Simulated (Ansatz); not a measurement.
# CH2BS− (SMILES [CH-]=BS): functionals against CCSD(T) at one geometry

An exercise on one series of results from a longer session: the logs are not shown, and one member is left open.

Method: single points in def2-TZVPPD; program: Ansatz 0.2.0, Gaussian basis.

Cores are frozen in the correlated methods.

**Starting geometry**

5 atoms, charge -1, spin multiplicity 1.

Atoms are counted from 1 here; the program's logs count them from 0.

Bond lengths: C1–B2 1.314 Å, C1–H4 1.063 Å, B2–S3 1.889 Å, S3–H5 1.434 Å. Angles: B2–C1–H4 170.1°, C1–B2–S3 177.3°, B2–S3–H5 94.9°.

As a file:

```tsv
atom	x (Å)	y (Å)	z (Å)
C1	-1.31720	-0.38620	-0.06390
B2	-0.02250	-0.25280	0.11970
S3	1.85010	-0.13480	0.33810
H4	-2.37700	-0.33090	-0.12780
H5	1.97120	1.13070	-0.32580
```

Set-up of the first run:

File run/in.yaml:

```yaml
crystal:
  periodic: [false, false, false]
  atoms:
    - {symbol: C, position_ang: [-1.317200, -0.386200, -0.063900]}
    - {symbol: B, position_ang: [-0.022500, -0.252800, 0.119700]}
    - {symbol: S, position_ang: [1.850100, -0.134800, 0.338100]}
    - {symbol: H, position_ang: [-2.377000, -0.330900, -0.127800]}
    - {symbol: H, position_ang: [1.971200, 1.130700, -0.325800]}
basis:
  gaussian: {orbitals: "def2-TZVPPD.json"}
total_charge: -1
correlation: {method: ccsd_t}
output: {forces: true}
```

The basis file named in the input lies beside it (Basis Set Exchange, JSON).

No record of the launch command was kept for these runs.

Among the steps run: CCSD(T)/def2-TZVPPD; PBE0-D4/def2-TZVPPD; wB97M-V/def2-TZVPPD; r2SCAN-D4/def2-TZVPPD; PBE-D4/def2-TZVPPD; B97M-V/def2-TZVPPD; BLYP-D4/def2-TZVPPD.

One table of the session follows, with a row left open; its other results are not shown here.

```
   method  RMS force component (eV/Å)  angle to CCSD(T) forces (°)
  CCSD(T)                       0.928                    reference
  PBE0-D4                       0.858                         15.6
  wB97M-V                       0.813                         23.4
r2SCAN-D4                       0.866                         11.2
   PBE-D4                       0.856                         10.7
   B97M-V                           ?                            ?
  BLYP-D4                       0.773                          8.7
```

Q: Estimate the row for B97M-V from the others.

**Answer.** RMS force component (eV/Å): 0.868; angle to CCSD(T) forces (°): 16.1. In the column «RMS force component (eV/Å)» it lies between r2SCAN-D4 (0.866) and CCSD(T) (0.928).
